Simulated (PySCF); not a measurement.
Identify the unknown among the candidates.

- UV, first state: lowest singlet excitation: 6.86 eV (181 nm, f = 0.252) [TDDFT CAM-B3LYP/def2-SVPD]
- Rotational structure: rotational constants A, B, C: 6.217, 2.757, 2.161 GHz [PBE0-D3(BJ)/def2-SVP]
- Polarisability: 71.1 au [CAM-B3LYP/def2-SVPD]
- Triplet: lowest triplet excitation (Tamm–Dancoff): 4.26 eV [TDA CAM-B3LYP/def2-SVPD]
- 13C NMR: chemical shifts (computed TMS as zero) by class: 156.0 (1 C), 115.3 (1 C), 26.0 (1 C), 19.2 (1 C), 6.7 (2 C) ppm [GIAO PBE0/pcSseg-1]
- Valence photoelectron: vertical ionisation energy: 9.02 eV [ΔSCF CAM-B3LYP/def2-SVPD]
- Couplings: largest of the computed one-bond spin–spin couplings (means over like bonds): 13C–1H +169.1 (×2), 13C–1H +168.6 (×2), 13C–1H +166.4, 13C–1H +165.9, 13C–1H +162.5, 13C–1H +132.8 (×3), 13C–13C +79.8, 13C–13C +55.4 Hz [B3LYP/pcJ-1, spin–dipole term left out]
- 1H NMR: chemical shifts (computed TMS as zero) by class: 5.02 (1 H), 4.90 (1 H), 1.91 (3 H), 1.03 (1 H), 0.55 (2 H), 0.34 (2 H) ppm [GIAO PBE0/pcSseg-1]
- Dipole: 0.57 D [CAM-B3LYP/def2-SVPD]

Gas-phase values; electronic properties from PySCF, density fitting. Levels stand in brackets. Geometry: PBE0-D3(BJ)/def2-SVP, one conformer, isolated molecule. Each NMR value is the plain mean over a class of atoms that symmetry, rotation or inversion makes alike.

Question: Which candidate is it?
A. `C=CC/C=C\C`
B. `C=C(C)C1CC1`
C. `C=C1CCCC1`
D. `C/C=C\C=C\C`

Answer: B. It is `C=C(C)C1CC1`. Numbering: `[CH2:1]=[C:2]([CH3:3])[CH:4]1[CH2:5][CH2:6]1`. Its formula, C6H10, gives 2 degrees of unsaturation: 1 ring and 1 π bond in the structure found. 6 carbons fall into 5 classes; from least to most shielded: fully substituted alkene carbon [C2] (156.0 ppm), terminal =CH2 carbon [C1] (115.3 ppm), allylic carbon [C3] (26.0 ppm), allylic carbon [C4] (19.2 ppm), three-membered-ring carbon [C5/C6] (6.7 ppm, 2 C, up to 6.2 ppm apart in this geometry). Hydrogen classes from least to most shielded: 1 H on a terminal =CH2 carbon, C1 (5.02 ppm), 1 H on a terminal =CH2 carbon, C1 (4.90 ppm), 3 H on an allylic carbon, C3 (1.91 ppm), 1 H on an allylic carbon, C4 (1.03 ppm), 2 H on 2 three-membered-ring carbons, C5/C6 (0.55 ppm), 2 H on 2 three-membered-ring carbons, C5/C6 (0.34 ppm, a mean of values up to 0.8 ppm apart in this geometry). The couplings run between: +169.1 Hz, three-membered-ring carbon [C5] and its hydrogen (with 1 like pair); +168.6 Hz, three-membered-ring carbon [C5] and its hydrogen (with 1 like pair); +166.4 Hz, terminal =CH2 carbon [C1] and its hydrogen; +165.9 Hz, terminal =CH2 carbon [C1] and its hydrogen; +162.5 Hz, allylic carbon [C4] and its hydrogen; +132.8 Hz, allylic carbon [C3] and its hydrogen (with 2 like pairs); +79.8 Hz, terminal =CH2 carbon [C1] and fully substituted alkene carbon [C2]; +55.4 Hz, fully substituted alkene carbon [C2] and allylic carbon [C4]. The first electron is taken from the HOMO, whose largest Löwdin shares are 0.35 on the terminal =CH2 carbon, 0.29 on the fully substituted alkene carbon, 0.08 on a three-membered-ring carbon and 0.08 on an allylic carbon. The optimised geometry has point group C1 and is an asymmetric top.

The others, at the same levels:
- `C=C1CCCC1` fails: it has 4 carbon classes against 5; its computed 13C shifts are 161.2 (1 C), 112.9 (1 C), 36.1 (2 C), 29.8 (2 C) ppm, 1H shifts are 5.32 (2 H), 2.29 (4 H), 1.53 (4 H) ppm and lowest singlet excitation is 6.67 eV (186 nm, f = 0.296) (against 6.86 eV).
- `C/C=C\C=C\C` fails: it has 6 carbon classes against 5; its computed 13C shifts are 137.1 (1 C), 136.8 (1 C), 133.3 (1 C), 132.2 (1 C), 21.7 (1 C), 16.0 (1 C) ppm, 1H shifts are 6.55 (1 H), 6.00 (1 H), 5.71 (1 H), 5.41 (1 H), 1.90 (3 H), 1.84 (3 H) ppm and lowest singlet excitation is 5.63 eV (220 nm, f = 0.860) (against 6.86 eV).
- `C=CC/C=C\C` fails: it has 6 carbon classes against 5; its computed 13C shifts are 147.0 (1 C), 136.8 (1 C), 133.3 (1 C), 123.0 (1 C), 36.4 (1 C), 15.0 (1 C) ppm, 1H shifts are 5.78 (1 H), 5.63 (1 H), 5.41 (1 H), 5.36 (1 H), 5.25 (1 H), 2.82 (2 H), 1.76 (3 H) ppm and rotational constant A is 10.892 GHz (against 6.217 GHz).

Each candidate is one conformer, not necessarily the lowest. Dipoles, sizes and rotational constants follow the conformer. The torsions of the flexible species, by atom-mapped SMILES:
- `[CH2:1]=[C:2]([CH3:3])[CH:4]1[CH2:5][CH2:6]1`: C1–C2–C4–C5 20°
- `[CH3:1]/[CH:2]=[CH:3]\[CH:4]=[CH:5]\[CH3:6]`: C2–C3–C4–C5 180°
- `[CH2:1]=[CH:2][CH2:3]/[CH:4]=[CH:5]\[CH3:6]`: C1–C2–C3–C4 -115°, C2–C3–C4–C5 -117°

The conformers of `C=C1CCCC1` aren't listed.
